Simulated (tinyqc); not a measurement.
Inside a calculation. Method: Hueckel theory of the pi electrons with the omega technique, for the molecule c1ccsc1 (SMILES; centres numbered as the heavy atoms are written). Computed by tinyqc, a small Python program that keeps every step. Settings: charge = 0, omega = 1.4, damping = 0. Command: `OMP_NUM_THREADS=1 python tinyqc.py 26463 26464 out.jsonl` (the two numbers bound the seeds that draw the settings). One thread of a shared host (Intel(R) Xeon(R) Processor @ 2.60GHz), about 0.01 s of CPU time with the checks.

## The Hueckel matrix

Centres:
```
centre  z_r, pi electrons of the neutral centre         h
1C                                            1  0.000000
2C                                            1  0.000000
3C                                            1  0.000000
4S                                            2  1.000000
5C                                            1  0.000000
```

Bonds:
```
i  j         k
1  2         1
2  3         1
3  4  0.650000
4  5  0.650000
5  1         1
```

H_rr = alpha + h_r beta, H_rs = k_rs beta for bonded centres.

Hueckel matrix in units of beta (H = alpha + beta A), lower triangle:
```
          1C        2C        3C        4S        5C
1C  0.000000
2C  1.000000  0.000000
3C  0.000000  1.000000  0.000000
4S  0.000000  0.000000  0.650000  1.000000
5C  1.000000  0.000000  0.000000  0.650000  0.000000
```

## Orbitals, round 1

pi electrons, sum of z_r less the charge = 6

Diagonalise; E = alpha + x beta with beta < 0, so the largest x are filled first; degenerate levels share their electrons. P = sum n_i c_ri c_si; each orbital has its largest coefficient positive (the first on a tie).

x values: 1.947411  1.000000  0.618034  -0.947411  -1.618034

occupations: 2.000000  2.000000  2.000000  0.000000  0.000000

coefficients:
```
         MO1        MO2        MO3        MO4        MO5
1C  0.426977  -0.478537  -0.371748  -0.297814   0.601501
2C  0.426977  -0.478537   0.371748  -0.297814  -0.601501
3C  0.404523   0.000000   0.601501   0.579966   0.371748
4S  0.555070   0.736210   0.000000  -0.387158   0.000000
5C  0.404523   0.000000  -0.601501   0.579966  -0.371748
```

charge and bond-order matrix P, lower triangle:
```
           1C         2C         3C        4S        5C
1C   1.099007
2C   0.546220   1.099007
3C  -0.101769   0.792658   1.050885
4S  -0.230602  -0.230602   0.449078  1.700217
5C   0.792658  -0.101769  -0.396329  0.449078  1.050885
```

## Omega technique, round 1

h_r = h_r(0) + omega q_r, omega = 1.4, with q_r = z_r - P_rr.

matrix after round 1, lower triangle:
```
           1C         2C         3C        4S         5C
1C  -0.138610
2C   1.000000  -0.138610
3C   0.000000   1.000000  -0.071239
4S   0.000000   0.000000   0.650000  1.419696
5C   1.000000   0.000000   0.000000  0.650000  -0.071239
```

## Orbitals, round 2

As before.

x values: 2.066092  1.114360  0.528575  -0.970604  -1.738423

occupations: 2.000000  2.000000  2.000000  0.000000  0.000000

coefficients:
```
         MO1        MO2        MO3        MO4        MO5
1C  0.304675  -0.551484  -0.363720  -0.320996   0.606389
2C  0.304675  -0.551484   0.363720  -0.320996  -0.606389
3C  0.367042  -0.139509   0.606389   0.588062   0.363720
4S  0.738178   0.593974   0.000000  -0.319826   0.000000
5C  0.367042  -0.139509  -0.606389   0.588062  -0.363720
```

charge and bond-order matrix P, lower triangle:
```
           1C         2C         3C        4S        5C
1C   1.058508
2C   0.529339   1.058508
3C  -0.063581   0.818643   1.043780
4S  -0.205326  -0.205326   0.376156  1.795422
5C   0.818643  -0.063581  -0.427050  0.376156  1.043780
```

## Omega technique, round 2

As before.

matrix after round 2, lower triangle:
```
           1C         2C         3C        4S         5C
1C  -0.081912
2C   1.000000  -0.081912
3C   0.000000   1.000000  -0.061293
4S   0.000000   0.000000   0.650000  1.286409
5C   1.000000   0.000000   0.000000  0.650000  -0.061293
```

## Convergence

Each round sets h_r = h_r(0) + omega (z_r - P_rr), keeping the share named as damping of the old diagonal; repeat until output and input diagonals agree to 1e-6.

Rounds:
```
round   sum n x  largest |h(out) - h(in)|
1      7.130891                  4.20e-01
2      7.418054                  1.33e-01
3      7.322237                  3.54e-02
4      7.346494                  1.80e-02
5      7.340429                  1.35e-02
6      7.341366                  1.09e-02
7      7.341704                  9.05e-03
8      7.341083                  7.60e-03
9      7.341680                  6.36e-03
10     7.341147                  5.32e-03
11     7.341594                  4.45e-03
12     7.341214                  3.72e-03
13     7.341529                  3.11e-03
14     7.341263                  2.60e-03
15     7.341484                  2.17e-03
16     7.341299                  1.82e-03
17     7.341453                  1.52e-03
18     7.341323                  1.27e-03
19     7.341432                  1.06e-03
20     7.341341                  8.89e-04
21     7.341417                  7.43e-04
22     7.341353                  6.22e-04
23     7.341406                  5.20e-04
24     7.341362                  4.35e-04
25     7.341399                  3.63e-04
26     7.341368                  3.04e-04
27     7.341394                  2.54e-04
28     7.341372                  2.12e-04
29     7.341390                  1.78e-04
30     7.341375                  1.49e-04
31     7.341388                  1.24e-04
32     7.341377                  1.04e-04
33     7.341386                  8.68e-05
34     7.341379                  7.26e-05
35     7.341385                  6.07e-05
36     7.341380                  5.08e-05
37     7.341384                  4.24e-05
38     7.341380                  3.55e-05
39     7.341383                  2.97e-05
40     7.341381                  2.48e-05
```

Not converged within 40 rounds: the residual falls steadily but slowly, by a factor of about 0.84 a step. Reruns: damping 0.5: converged in 14; damping 0.8: not converged.
